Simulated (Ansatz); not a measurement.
in.yaml

```yaml
crystal:
  periodic: [false, false, false]
  atoms:
    - {symbol: P, position_ang: [0.000000, -0.090143, 0.000000]}
    - {symbol: H, position_ang: [0.000000, 1.385032, -1.519874]}
    - {symbol: H, position_ang: [0.000000, 1.385030, 1.519877]}
basis:
  gaussian: {orbitals: cc-pVDZ}
total_charge: 1
correlation: {method: fic_nevpt4_sd, electrons: outside_noble_gas, active_space: {window: {electrons: 4, orbitals: 2}}}
```

```sh
$ ansatz run in.yaml --threads 1 --pin off --events-out ev --progress --plain --max-ram 2393MiB
```

(1) Roughly how long does this take on 1 thread of Intel Xeon, shared host, and how much host memory?

```
281 factors; integrals over basis functions are off by at most 8.9e-4 eV
mean field evaluation 1: about -9288.7451 eV, gradient 4.7e0 eV
mean field evaluation 2: about -9288.7449 eV, gradient 4.7e0 eV
mean field evaluation 4: about -9288.8722 eV, gradient 2.4e-1 eV
mean field evaluation 8: about -9288.8728 eV, gradient 4.8e-7 eV
mean field -9288.87282477 eV, -341.3597800862 hartree, gradient 2.4e-6 eV, S^2 0.000000; 0 other end points of the search recorded, 0 dependent functions left out; unrestricted orbitals would lower it
reference -9288.87282477 eV, -341.3597800862 hartree; 8, 8 occupied and 20, 20 virtual orbitals, 281 factors
state -9288.87282477 eV, -341.3597800862 hartree
state -9288.87282477 eV, -341.3597800862 hartree; corrected -9292.90551233 eV, -341.5079786206 hartree
WARN: 2 active orbitals are nearly empty or full. The corrections depend on them more than the energy does, and are more stable in an active space without them
Total energy: -9292.90551233 eV, -341.5079786206 hartree
```

Natural occupations: 2.0000 2.0000.

## Answers

(1) 0.89 s wall and 0.16 GiB.
